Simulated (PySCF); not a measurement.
# One molecule, many functionals

Species: C2H4ClF.
Geometry (PBE0-D3(BJ)/def2-SVP, Å), atoms numbered from 1 in this order:
```xyz
8
C2H4ClF angstrom
F     -1.155   -1.238    0.633
C     -0.745   -0.024    0.150
C      0.738   -0.091   -0.135
Cl     1.307    1.485   -0.734
H     -1.304    0.210   -0.772
H     -0.956    0.760    0.896
H      0.956   -0.849   -0.900
H      1.297   -0.338    0.778
```

Linear-response calculations in the def2-SVPD basis (PySCF; singlets by full response, triplets Tamm–Dancoff, core orbitals frozen in the response; HF means time-dependent Hartree–Fock). 'Strongest' is the level of largest summed f among the singlets computed (10 roots, of which the last may lack a degenerate partner); it can jump between rows when another state enters that window. S1 is the lowest singlet of each run and needn't be the same state throughout; f(S1) is that of one state. One conformer (not necessarily the lowest) at the PBE0-D3(BJ)/def2-SVP geometry, without solvent, vibrations or thermal averaging.

```json
{"functional": "LDA", "kind": "LDA", "S1 (eV)": "6.79", "f(S1)": "0.002", "strongest (eV)": "8.43", "T1 (eV)": "6.25", "HOMO (eV)": "-7.52", "gap (eV)": "6.48", "ionisation energy, ΔSCF (eV)": "11.14"}
{"functional": "PBE", "kind": "GGA", "S1 (eV)": "6.85", "f(S1)": "0.002", "strongest (eV)": "8.35", "T1 (eV)": "6.24", "HOMO (eV)": "-7.43", "gap (eV)": "6.57", "ionisation energy, ΔSCF (eV)": "10.97"}
{"functional": "B3LYP", "kind": "global hybrid, 20% exact exchange", "S1 (eV)": "7.22", "f(S1)": "0.003", "strongest (eV)": "8.90", "T1 (eV)": "6.56", "HOMO (eV)": "-8.60", "gap (eV)": "8.46", "ionisation energy, ΔSCF (eV)": "11.40"}
{"functional": "PBE0", "kind": "global hybrid, 25% exact exchange", "S1 (eV)": "7.38", "f(S1)": "0.002", "strongest (eV)": "9.21", "T1 (eV)": "6.65", "HOMO (eV)": "-8.86", "gap (eV)": "9.02", "ionisation energy, ΔSCF (eV)": "11.42"}
{"functional": "BHandHLYP", "kind": "global hybrid, 50% exact exchange", "S1 (eV)": "7.72", "f(S1)": "0.003", "strongest (eV)": "9.72", "T1 (eV)": "6.96", "HOMO (eV)": "-10.16", "gap (eV)": "11.15", "ionisation energy, ΔSCF (eV)": "11.52"}
{"functional": "CAM-B3LYP", "kind": "range-separated hybrid", "S1 (eV)": "7.43", "f(S1)": "0.003", "strongest (eV)": "9.37", "T1 (eV)": "6.71", "HOMO (eV)": "-10.27", "gap (eV)": "11.34", "ionisation energy, ΔSCF (eV)": "11.60"}
{"functional": "wB97X-D", "kind": "range-separated hybrid", "S1 (eV)": "7.51", "f(S1)": "0.003", "strongest (eV)": "9.86", "T1 (eV)": "6.83", "HOMO (eV)": "-10.76", "gap (eV)": "12.70", "ionisation energy, ΔSCF (eV)": "not settled"}
{"functional": "LC-wPBE", "kind": "range-separated hybrid", "S1 (eV)": "7.68", "f(S1)": "0.001", "strongest (eV)": "10.33", "T1 (eV)": "6.87", "HOMO (eV)": "-11.72", "gap (eV)": "13.96", "ionisation energy, ΔSCF (eV)": "11.70"}
{"functional": "HF", "kind": "Hartree–Fock", "S1 (eV)": "8.42", "f(S1)": "0.003", "strongest (eV)": "10.75", "T1 (eV)": "7.50", "HOMO (eV)": "-12.24", "gap (eV)": "14.98", "ionisation energy, ΔSCF (eV)": "not settled"}
```

S1 runs from 6.79 eV (LDA) to 8.42 eV (HF), a spread of 1.63 eV, while the orbital gap spreads over 8.5 eV. Along PBE (0%), B3LYP (20%), PBE0 (25%), BHandHLYP (50%), HF (100%) S1 rises with the share of exact exchange. −ε(HOMO) comes closest to its own ΔSCF ionisation energy with LC-wPBE (+0.01 eV) and misses most with LDA (-3.63 eV). 'Not settled' means that the ion's SCF failed to converge or may have ended in another state than the lowest.
